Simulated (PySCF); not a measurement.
Excitations are Tamm–Dancoff values on a coarser integration grid. The basis has no diffuse functions, so Rydberg states are missing or too high.

Z-matrix (Å, degrees):
```
N
C 1 1.4384
H 2 1.1014 1 110.22
H 2 1.1014 3 107.71 1 -120.28
H 2 1.1157 3 107.57 4 -115.69
C 1 1.4384 2 112.48 3 -175.25
H 6 1.1014 1 110.22 2 175.24
H 6 1.1014 7 107.71 1 120.28
H 6 1.1157 7 107.57 8 115.69
C 1 1.4384 2 112.48 3 56.49
H 10 1.1014 1 110.22 2 -56.48
H 10 1.1014 11 107.71 1 120.28
H 10 1.1157 11 107.57 12 115.69
```
Charge 0, multiplicity 1.

Q: Predict the LUMO, S1 excitation (TDA) and HOMO–LUMO gap from M06-2X/def2-TZVP // PBE0-D3(BJ)/def2-SVP in PySCF 2.14.0.

A: 
- LUMO = 1.79 eV
- S1 excitation (TDA) = 6.41 eV
- HOMO–LUMO gap = 9.24 eV
